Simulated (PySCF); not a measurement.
**Dipole moment and polarisability of `O[SiH2]O`**

Compound: H4O2Si.
Geometry (PBE0-D3(BJ)/def2-SVP, Å), atoms numbered from 1 in this order:
```xyz
7
H4O2Si angstrom
O     -1.156    0.743    0.495
Si    -0.088   -0.431    0.006
O      1.354    0.189   -0.539
H     -1.485    1.332   -0.191
H     -0.611   -1.198   -1.157
H      0.099   -1.271    1.218
H      1.893    0.645    0.114
```

Level: PBE0/def2-SVPD (PySCF), static field, nuclei fixed, core orbitals frozen in the response. The polarisability tensor in these axes (au):

```
x   36.16 -0.19 -0.04
y   -0.19 35.25 -0.01
z   -0.04 -0.01 34.74
```

**Question.** Give the principal values, the mean and the anisotropy Δα = √{½[(α1 − α2)² + (α2 − α3)² + (α1 − α3)²]}.

**Answer.** Principal values 34.74, 35.21 and 36.20 au; mean 35.38 au = 5.24 Å³ = 5.83 × 10⁻⁴⁰ C²·m²/J; Δα = 1.29 au (4 % of the mean).

**Question.** What is the dipole moment, and where does it point?

**Answer.** (0.15, 0.77, -0.03) D, 0.79 D in size, pointing from the negative to the positive side. Measured along this direction, the outermost atoms are H6 and H5 at the negative end and H4 and H7 at the positive end.

**Question.** In a dilute gas of rigid molecules at 350 K, how does the orientational term μ²/3kT compare with the electronic polarisability?

**Answer.** In Gaussian units μ²/3kT = 4.26 Å³ against 5.24 Å³, a ratio of 0.81; the Debye molar polarisation (4π/3)N_A(α + μ²/3kT) is 24.0 cm³/mol, leaving out the vibrational part.

**Question.** What would n − 1 = 2πNα be for an ideal gas of these molecules at 273.15 K and 1 atm, electronic part alone?

**Answer.** N = p/kT = 2.6868 × 10¹⁹ cm⁻³, so n − 1 = 2π × N × 5.24 × 10⁻²⁴ cm³ = 885 × 10⁻⁶ at long wavelengths.

**Question.** In TDDFT the mean static polarisability is Σ f/ω² over all singlet excitations (ω in hartree). How much of it do the 10 lowest give? Their energies (eV) and oscillator strengths: 7.63, 0.0050; 8.09, 0.0395; 8.10, 0.0339; 8.36, 0.0171; 8.59, 0.0042; 8.95, 0.0745; 9.09, 0.0660; 9.51, 0.1155; 9.59, 0.0182; 9.71, 0.0040.

**Answer.** They add up to 3.52 au, 9.9 % of the 35.38 au; the largest single term is 0.95 au, from the state at 9.51 eV. Terms in order: 0.06, 0.45, 0.38, 0.18, 0.04, 0.69, 0.59, 0.95, 0.15, 0.03 au. Higher excitations give the rest. The strengths listed sum to 0.378.

**Question.** Find the Langevin capture rate constant for H3O+ (19.018 u) meeting this molecule (63.998 u), k = 2.342 × 10⁻⁹ cm³/s × √(α in Å³ / reduced mass in u).

**Answer.** The reduced mass is 14.66 u, so k = 1.40 × 10⁻⁹ cm³/s. The formula leaves out the permanent dipole, which adds to the capture rate.

Isolated species at its PBE0-D3(BJ)/def2-SVP geometry (one conformer only).

These values come from a run that also computed excited states and ΔSCF ions. The run took 19 s wall on one thread, Arm Neoverse V2, on a shared host.
